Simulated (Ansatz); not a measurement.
# H3OSi: the cost of one run

Program: Ansatz 0.2.0, Gaussian basis. Level of theory: PBE0-D4/def2-SVPD. These are calculated values, not measurements.

## Step 1: Starting geometry

SMILES `[O-][SiH3]`, 5 atoms, charge -1, spin multiplicity 1.

Atoms are counted from 1 here; the program's logs count them from 0.

Bond lengths: O1–Si2 1.535 Å, Si2–H3 1.516 Å, Si2–H4 1.516 Å, Si2–H5 1.516 Å. Angles: O1–Si2–H3 116.1°, O1–Si2–H4 116.1°, O1–Si2–H5 116.1°, H3–Si2–H4 102.1°, H3–Si2–H5 102.1°, H4–Si2–H5 102.1°.

Coordinates:

```
O    -1.4442    0.2714    0.7001
Si   -0.0827    0.0156    0.0398
H    -0.1044   -0.2474   -1.4526
H     0.6978   -1.1746    0.5614
H     0.9335    1.1350    0.1513
```

## Step 2: The run

The input, md/in.yaml:

```yaml
crystal:
  periodic: [false, false, false]
  atoms:
    - {symbol: O, position_ang: [-1.444170, 0.271390, 0.700100]}
    - {symbol: Si, position_ang: [-0.082700, 0.015600, 0.039800]}
    - {symbol: H, position_ang: [-0.104440, -0.247420, -1.452600]}
    - {symbol: H, position_ang: [0.697830, -1.174610, 0.561420]}
    - {symbol: H, position_ang: [0.933480, 1.135040, 0.151280]}
basis:
  gaussian: {orbitals: def2-SVPD}
total_charge: -1
hamiltonian: {xc: pbe0, dispersion: d4}
md: {n_steps: 30, timestep: 0.75, temperature: 1000, ensemble: nvt_langevin, seed: 840, friction: 0.002, initial_velocities: maxwell_boltzmann}
```

Launch:

```
$ ansatz run in.yaml --threads 2 --pin off --events-out ev --progress --plain --max-ram 3481MiB
```

**Question.** How long does this run take on 2 threads of Arm Neoverse V2, shared host, and how much memory does it need?

About 18 s, with a peak of 0.12 GiB.
